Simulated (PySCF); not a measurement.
H3NS, SMILES NS, point group Cs.

Force field and properties: B3LYP/pcSseg-2 (PySCF, grid level 2). Vibrational terms come from second-order perturbation theory with semi-diagonal cubic constants, by steps of ±0.6 along the normal coordinates of each isotopologue. The parent has the commonest isotopes.

Equilibrium geometry (Å):

```
atom        x        y        z
  N1  -0.5341   0.1708   0.1329
  S2   0.9488  -0.4252  -0.5071
  H3  -1.1798  -0.5840   0.3131
  H4  -0.9534   0.8439  -0.4918
  H5   1.7531   0.0059   0.4841
```

(1) How much do zero-point and thermal motion change the parent's shieldings?

(2) And the bond lengths, in the parent and with ³³S at 2?

(3) What are the dipole moments?

Internal rotors are held in one well.

The study (165 SCF points, 121 basis functions) took 13 min on 1 thread of Intel Xeon @ 2.80GHz, shared host (rough), peak memory 0.52 GiB, launched as `OMP_NUM_THREADS=1 python ens_run.py task.json out`.

Results:

(1) 
```
atom  σe (ppm)  anharmonic part, 0 K  harmonic part, 0 K  Δσ at 0 K  Δσ at 400 K  Δσ at 500 K
  N1    260.85                 -1.96               -7.05      -9.01        -9.50        -9.61
  S2    362.97                -10.15              -26.73     -36.87       -40.76       -42.83
  H3     30.37                 -0.11               -0.53      -0.63        -0.63        -0.63
  H5     26.57                 -0.15               -0.39      -0.54        -0.58        -0.61
```

(2) 
```tsv
bond	re (Å)	⟨r⟩ at 0 K	between mean positions	⟨r⟩, labelled
N1–S2	1.7216	1.7288	1.7287	1.7288
N1–H3	1.0095	1.0289	1.0113	1.0289
S2–H5	1.3474	1.3683	1.3552	1.3683
```

(3) 1.031 D at equilibrium; averaged at 0 K: parent 1.013 D; ³³S at 2 1.013 D; ²H at 5 1.007 D; ³³S at 2, ²H at 5 1.007 D; ²H at 3 1.018 D; ¹⁵N at 1 1.014 D; ³³S at 2, ²H at 3 1.018 D. Measured: 0.961 D (NIST CCCBDB Release 22 (SRD 101), experimental dipoles).
